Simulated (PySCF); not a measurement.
Species: AlH2(CH2SiH3), CH7AlSi.
SMILES: `[AlH2][CH2][SiH3]`

The closed-shell ground state was solved at several levels (PySCF, density fitting, gas phase, non-relativistic). Geometry: PBE0-D3(BJ)/def2-SVP, one conformer, isolated molecule.

```csv
level,basis functions,total energy (Eh),HOMO (eV),LUMO (eV),gap (eV),dipole (D)
B3LYP/pcSseg-1 (pcSseg-2 on Al),119,-574.2707,-7.88,-1.73,6.15,0.96
CAM-B3LYP/def2-SVPD,124,-574.0037,-9.43,-0.57,8.86,0.99
PBE/pcSseg-1 (pcSseg-2 on Al),119,-573.8561,-6.88,-2.28,4.60,0.97
```

(1) What might PBE0/pcSseg-1 (pcSseg-2 on Al) (119 basis functions) give for the same quantities?

(2) Over all these levels, which gives the widest orbital gap and which the narrowest?

(3) In the pcSseg-1 (pcSseg-2 on Al) basis, how does the gap go with the fixed share of exact exchange?

(4) How far do the dipole and the HOMO energy spread over the levels?

Answers

(1) Total energy -573.9194 Eh, HOMO -8.11 eV, LUMO -1.53 eV, gap 6.58 eV, dipole 0.96 D.

(2) CAM-B3LYP/def2-SVPD (range-separated hybrid) has the widest, 8.86 eV, and PBE/pcSseg-1 (pcSseg-2 on Al) (GGA) the narrowest, 4.60 eV. Functional and basis both differ between the two, so the spread mixes both effects.

(3) PBE (0 %) 4.60 eV; B3LYP (20 %) 6.15 eV; PBE0 (25 %) 6.58 eV. Each rise in the share widens the gap here.

(4) The dipole runs from 0.96 to 0.99 D (mean 0.97 D) and the HOMO from -9.43 to -6.88 eV.
